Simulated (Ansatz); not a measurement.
The input, for Ansatz 0.2.0:

```yaml
crystal:
  periodic: [false, false, false]
  atoms:
    - {symbol: Sn, position_ang: [0.000000, 0.000000, 0.000000]}
    - {symbol: H, position_ang: [0.000000, 0.000000, 1.811200]}
basis:
  gaussian: {orbitals: def2-TZVPD}
magnetization: {spin_polarized: true, initial_magnetization: 1}
hamiltonian: {xc: {name: B2PLYP}}
correlation: {electrons: outside_noble_gas}
```

```sh
$ ansatz run in.yaml --threads 1 --pin off --events-out ev --progress --plain --max-ram 4160MiB --backend cpu
```

Output:

```
589 factors; integrals over basis functions are off by at most 1.3e-3 eV
mean field evaluation 1: about -5837.8702 eV, gradient 5.5e0 eV
mean field evaluation 2: about -5837.8725 eV, gradient 5.5e0 eV
mean field evaluation 4: about -5838.1630 eV, gradient 7.9e-1 eV
mean field evaluation 8: about -5838.1669 eV, gradient 2.2e-2 eV
mean field evaluation 16: about -5838.1669 eV, gradient 8.9e-5 eV
mean field -5838.16692641 eV, -214.5486772938 hartree, gradient 3.3e-6 eV, S^2 0.755394; 2 other end points of the search recorded, 0 dependent functions left out
9 core orbitals not correlated: weight in the atoms' cores, before any rotation towards them, 0.999 or more for the frozen orbitals, at most 0.001 for the correlated occupied ones
reference -5838.16703956 eV, -214.5486814519 hartree; 3, 2 occupied and 53, 54 virtual orbitals, 589 factors
second order -2.28330391 eV of doubles, -0.00000000 eV of singles
Total energy: -5838.78353161 eV, -214.5713371171 hartree
```

Ran on 1 thread of AMD EPYC 7R13, shared host: 1.6 s wall, 0.21 GiB peak host memory.
